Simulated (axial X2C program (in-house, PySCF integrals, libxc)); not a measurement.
**Potential curves of N₂, with spin–orbit coupling**

Calculated with an in-house all-electron X2C program for linear molecules (integrals from PySCF). Two-component (2c) means X2C with spin–orbit coupling and atomic mean-field two-electron Coulomb and Gaunt terms. Basis: N dyall-av3z [7s7p3d2f] (cores contracted in-house); Gaussian nuclei, density fitting, unrestricted open shells. Masses: N 14.003 u.

State: Ω = 0 (closed shell). Energies in kJ/mol from the fragments at the same level (N + N). Fits are polynomials in 1 − R0/R over 0.85 to 1.23 times the lowest point R0.

```tsv
R (Å)	CCSD	PBE0	B97-3	TPSS
0.9492		-730.70	-746.62	-722.40
0.9928	-776.89	-852.10	-867.60	-848.92
1.0255	-833.97	-905.64	-920.84	-906.72
1.0583	-865.69	-933.92	-948.84	-939.61
1.0910	-876.89	-941.77	-956.45	-952.36
1.1292	-869.69	-930.68	-945.13	-947.34
1.1674	-845.73	-902.79	-917.10	-925.85
1.2165	-797.11	-848.98	-863.24	-880.70
1.2765		-764.96	-779.39	-807.82
1.3638		-623.73	-638.74	-683.63
1.4838		-420.04	-436.06	-504.33
1.6365		-175.24	-191.98	-290.64
```

Correlated methods: 10 electrons correlated (number of frozen shells: N 1 s), 198 virtual spin orbitals or spinors in MP2, 114 natural virtuals in coupled cluster.

Occupations by symmetry block were frozen at the best pattern of an incomplete PBE0 search. Closed shells are restricted here (equal orbitals for both partners); the stretched side of such a curve lies too high. Dissociation energies refer to the lowest single-determinant-based atoms at the same level and basis. CCSD ran in a truncated set of natural virtual spinors with an MP2 remainder; without triples it tends to underbind. Coupled cluster ran on the points near the minimum only. MP2 and coupled cluster on one determinant become unreliable at the stretched end.

Q: What are Re, ωe and De at the CCSD level?

A: At CCSD, 2c: Re = 1.096 Å, ωe ≈ 2420 cm⁻¹, De = 9.09 eV to N + N; Be follows as 2 cm⁻¹.

Q: Fit the PBE0 curve near its minimum: give the equilibrium distance, the harmonic wavenumber and the well depth.

A: At PBE0, 2c: Re = 1.089 Å, ωe ≈ 2480 cm⁻¹, De = 9.76 eV to N + N; Be follows as 2.03 cm⁻¹.

Q: What are Re, ωe and De at the B97-3 level?

A: At B97-3, 2c: Re = 1.089 Å, ωe ≈ 2480 cm⁻¹, De = 9.91 eV to N + N; Be follows as 2.03 cm⁻¹.

Q: What are Re, ωe and De at the TPSS level?

A: At TPSS, 2c: Re = 1.100 Å, ωe ≈ 2370 cm⁻¹, De = 9.88 eV to N + N; Be follows as 1.99 cm⁻¹.
